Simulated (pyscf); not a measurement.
PySCF, gas phase, ωB97X-D3(BJ)/def2-SVP geometries.

Problem. Estimate the classical barrier height and the reaction energy of H₃Si–O–SiH₂–O–SiH₃ + F–CH₂–F → F–SiH(O–SiH₃)–O–SiH₃ + H₃C–F at HF/def2-TZVP. The step runs on the singlet surface, breaks H–Si, C–F and forms F–Si, C–H; take the separated reactants as zero.

Solution. ΔE‡ = 3.95 eV, ΔE = -2.18 eV. ωB97M-D3(BJ)/def2-TZVP gives 2.86 eV and -2.18 eV. Zero-point energy shifts the barrier by -0.01 eV. It is a four-centre exchange, with an imaginary mode of 911i cm⁻¹. From the product side, •H₂C–F + H• + F–SiH(O–SiH₃)–O–SiH₃ lies, by one bond made or cut, 0.38 eV under this saddle at ωB97M-D3(BJ). This is the saddle that the search found; another between the same sides may lie lower.
